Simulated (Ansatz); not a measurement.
Species: N$_{2}$H$_{5}$, charge 1, singlet. N2H5+ (SMILES [NH3+]N).
B3LYP-D3(BJ)/def2-TZVP minimum from Ansatz (a first-principles code):
```xyz
7

N     -0.0563     0.6586    -0.0048
N      0.0255    -0.7802    -0.0850
H      0.3011     1.0868     0.8607
H     -1.0373     0.9325    -0.1236
H     -0.5052    -1.1737     0.6877
H      1.0016    -1.0500     0.0045
H      0.4552     1.0550    -0.8004
```
Charge +1, spin multiplicity 1.

Total energies in cc-pVTZ, 14 correlated electrons, 2 frozen orbitals. UHF or UKS for unpaired electrons; spin-orbit terms are left out. Correlated methods leave the cores frozen. No relativity.

| method | program | energy (Eh) | minus CCSDT(Q) (mEh) |
|---|---|---|---|
| HF | Ansatz | -111.57517 | 470.92 |
| MP2 | Ansatz | -112.00836 | 37.73 |
| CCSD | Ansatz | -112.02983 | 16.26 |
| CCSD(T) | Ansatz | -112.04519 | 0.89 |
| CCSDT(Q) | Ansatz | -112.04609 | 0.00 |

Rough core times of Ansatz's runs on a shared machine: CCSD(T) under 20 s, CCSDT(Q) 10 min.
